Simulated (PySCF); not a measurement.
# Unknowns

Calculated, not measured (PySCF 2.14.0 with density-fitted response routines): σ from GIAO-PBE0/pcSseg-1, geometry: GFN2-xTB. Non-relativistic, no solvent model, one averaged value for each set of equivalent atoms, one computed conformer.

Shifts are taken against calculated references (same method and geometry level): 1H (σref 31.72) and 13C (σref 186.93) vs TMS. Where no couplings were computed, multiplicities follow the n + 1 count of equivalent neighbours, and m marks all less simple cases (inequivalent or close neighbours, rings, F or P nearby). Shifts are as computed. Against solution values, carbons near 30 ppm lie about +3 ppm off and those near 130 ppm about +5 ppm. Of 246 compounds with measured shifts, 49 miss one by over three times the rms of a fit or turn the order of signals round; such compounds aren't used in these exercises.

Problem. C4H4N2. 1H NMR (600 MHz, computed): δ 9.63 (d, 2H), 7.44 (m, 2H). 13C{1H} NMR (computed): δ 155.9 (CH), 129.9 (CH). Identify the compound.

Solution. `c1ccnnc1`. Rings plus π bonds: 4 (1 ring in the answer). 2 carbon signals for 4 carbons: some carbons are equivalent by symmetry or fast rotation. Carbon types of the structure: 4 × CH, which accounts for all hydrogens. δC 155.9: aromatic CH next to a ring nitrogen; the adjacent pyridine-type nitrogen withdraws density from it. δC 129.9: aromatic CH; the aromatic region. δH 9.63: hydrogen on an aromatic CH next to a ring nitrogen; ring current plus the neighbouring ring nitrogen. δH 7.44: hydrogen on an aromatic CH; it sits in the deshielding region of the aromatic ring current.

This is the structure that produced the data.

Problem. C6H5NO. 1H NMR (300 MHz, computed): δ 10.33 (s, 1H), 9.15 (d, 1H), 8.38 (d, 1H), 8.20 (m, 1H), 7.62 (m, 1H). 13C{1H} NMR (computed): δ 201.2 (CH), 157.4 (C), 155.7 (CH), 142.8 (CH), 133.0 (CH), 128.5 (CH). What is it?

Solution. SMILES O=Cc1ccccn1. Rings plus π bonds: 5 (1 ring in the answer). 6 carbon signals for 6 carbons: no two carbons are equivalent. Carbon types of the structure: 1 × C, 5 × CH, which accounts for all hydrogens. δC 201.2: aldehyde carbonyl carbon; low-lying n→π* states of the double bond to the heteroatom give a large paramagnetic term (-258 ppm). δC 155.7: aromatic CH next to a ring nitrogen; the adjacent pyridine-type nitrogen withdraws density from it. δH 10.33: hydrogen on an aldehyde carbonyl carbon; the formyl region, downfield of aromatic protons. δH 9.15: hydrogen on an aromatic CH next to a ring nitrogen; ring current plus the neighbouring ring nitrogen.

The shifts were computed for this structure.
